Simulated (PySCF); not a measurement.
An EPR job on `[N]=CC(Cl)(Cl)Cl` [radical].

Computed with UKS B3LYP, pcH-1 on C Cl H N, non-relativistic, mean-field spin-orbit, GIAO (PySCF 2.14.0). Geometry: GFN2-xTB. The input is one job of a driver script: a line of settings, then coordinates in Å.

Command:
```bash
OMP_NUM_THREADS=1 python probes_run.py task.json out
```

Input:
```
{"job": {"kind": "epr", "basis": "pcH-1"}, "charge": 0, "multiplicity": 2}
N     -1.776022     0.782275    -0.358846
C     -0.938901    -0.087249    -0.247573
C      0.540367     0.090052     0.138401
Cl     0.961148     1.777853     0.422058
Cl     0.830230    -0.851567     1.617547
Cl     1.534967    -0.554327    -1.185574
H     -1.148455    -1.152133    -0.413090
```

Output:
```
UKS, coarse grid
  cycle   1  E = -1511.96371534  |g| = 4.99e-01
  cycle   2  E = -1511.55199026  |g| = 1.11e+00
  cycle   3  E = -1512.07844301  |g| = 5.94e-02
  cycle   4  E = -1512.07816573  |g| = 6.87e-02
  cycle   5  E = -1512.08018702  |g| = 1.18e-02
  cycle   6  E = -1512.08028374  |g| = 5.26e-03
  cycle   7  E = -1512.08031021  |g| = 1.63e-03
  cycle   8  E = -1512.08031765  |g| = 1.02e-03
  cycle   9  E = -1512.08031809  |g| = 4.45e-04
UKS, final grid
  cycle   1  E = -1512.08030384  |g| = 3.79e-04
  cycle   2  E = -1512.08030392  |g| = 4.26e-04
  cycle   3  E = -1512.08030402  |g| = 1.25e-04
  cycle   4  E = -1512.08030404  |g| = 1.29e-04
  cycle   5  E = -1512.08030406  |g| = 3.52e-05
  cycle   6  E = -1512.08030406  |g| = 1.00e-05
E = -1512.08030406 Eh   <S^2> = 0.7585 (exact 0.7500)
g shifts (ppm)      1          2          3
  rmc          -215       -215       -215
  gc             25         39         23
  oz_so         919       2028       6361
  total         730       1852       6169
hyperfine (MHz)  atom isotope    a_iso     a_fc   dipolar eigenvalues
    0   14N      21.34      21.38    -46.15    -36.09     82.24
    1   13C     -68.13     -68.16    -17.03     -1.97     18.99
    2   13C     178.71     178.71    -10.18     -9.58     19.75
    3  35Cl       0.52       0.48     -1.14     -0.81      1.95
    4  35Cl      -0.78      -0.84     -1.90     -0.83      2.74
    5  35Cl      -0.75      -0.81     -1.95     -0.86      2.81
    6    1H     229.20     229.20     -5.74     -2.24      7.98
```

rmc, gc and oz_so are the mass-correction, gauge-correction and orbital-Zeeman/spin–orbit parts of the g shift along its three principal axes; a_iso is the isotropic hyperfine coupling and a_fc its Fermi-contact part. Atoms in this output count from 0.

Question: How far is ⟨S²⟩ from the pure-spin value?

Answer: S = 0.5 gives S(S+1) = 0.75; the run has 0.7585, 0.0085 more.

Question: Get g_iso from the total shifts.

Answer: Their mean is 2917 ppm; added to g_e = 2.002319 it gives 2.00524.

Summary of the converged run: ⟨S²⟩ 0.758; g_iso 2.0052.

Isolated species at its GFN2-xTB geometry, gas phase.

Question: Estimate the wall time. Hardware: Arm Neoverse V1, one thread, no GPU, shared host. And the peak memory of the process?

Answer: About 38 s (density and orbital grids were written too), with 0.71 GiB resident at the peak, the Python interpreter and its libraries included.
Labels such as C1 count atoms from 1, the log's own numbers from 0.
